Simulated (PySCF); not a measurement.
**CO2: from structure and modes to constants**

Computed with PySCF, PBE0, basis C def2-TZVP, O def2-TZVP (no relativity, density fitting).

The singlet minimum has D∞h symmetry. Masses (u): C 12.00000, O 15.99492.

```xyz
3
charge 0 multiplicity 1, angstrom
C     0.0000    0.0000    0.0000
O     0.0000    0.0000    1.1568
O     0.0000    0.0000   -1.1568
```

Harmonic wavenumbers (cm⁻¹): 687.7 (πu, ×2), 1394.7 (σg+, ×1), 2455.5 (σu+, ×1).

Task: Find the principal moments of inertia and the rotational constants. What kind of rotor is it?

Result: About the centre of mass I = 42.808 u Å². With B = 16.8576/I this gives 0.3938 cm⁻¹. The molecule is linear.

Task: Find the vibrational entropy and heat capacity at 298.15 K.

Result: With u = 1.43878 ω/T, each mode gives S = R[u/(eᵘ−1) − ln(1−e⁻ᵘ)] and C = R u² eᵘ/(eᵘ−1)².
| ω (cm⁻¹) | u | S (J/(mol K)) | C (J/(mol K)) |
| --- | --- | --- | --- |
| 687.7 (×2) | 3.318 | 1.34 | 3.57 |
| 1394.7 | 6.731 | 0.08 | 0.45 |
| 2455.5 | 11.850 | 0.00 | 0.01 |
The sums over all modes are S = 2.8 and C = 7.6 J/(mol K); the softest mode gives 49 % of the entropy (each member, where degenerate).

Task: Find the bond force constant k and the stretch–stretch coupling k′ of the valence force field.

Result: For linear XMX, 4π²c²ω(σg)² = (k + k′)/mX and 4π²c²ω(σu)² = (k − k′)(1 + 2mX/mM)/mX. So k + k′ = 18.332 and k − k′ = 15.501 mdyn/Å, giving k = 16.916 and k′ = 1.416 mdyn/Å.
